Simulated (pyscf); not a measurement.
## Routes from HO–Si(OH)(OH)–Cl + H atom (H•)

Candidate steps break at most two bonds and form at most two. Each was searched with GFN2-xTB (tblite) first. PySCF, gas phase, ωB97X-D3(BJ)/def2-SVP geometries. Energies: ωB97M-D3(BJ)/def2-TZVP, kcal/mol, from the separated reactants, doublet surface; ΔG‡ with ideal gas, 1 atm, RRHO with modes under 100 cm⁻¹ raised to 100, one conformer, R ln 2 for chiral ones without a mode under 150 cm⁻¹.

```csv
products,type,ΔE‡,ΔE,ΔG‡ 298 K,ΔG‡ 900 K,ν‡ (cm⁻¹)
HO–SiH(OH)–OH + Cl•,substitution at Si,19.2,+19.2,29.0,45.7,226i
HO–Si•(OH)–OH + HCl,atom transfer,26.8,+16.2,33.8,47.8,496i
```

Row 1: On the product side the descent ends in a complex, 7.5 kcal/mol under the separated species and 5.5 kcal/mol under the saddle at ωB97X-D3(BJ)/def2-TZVP. 

Plain bond fissions and candidates not yet searched are not listed, and one of them may be faster. Each barrier is that of the saddle found; lower ones may exist. Left out: orbital degeneracy and the spin-orbit lowering of Cl.
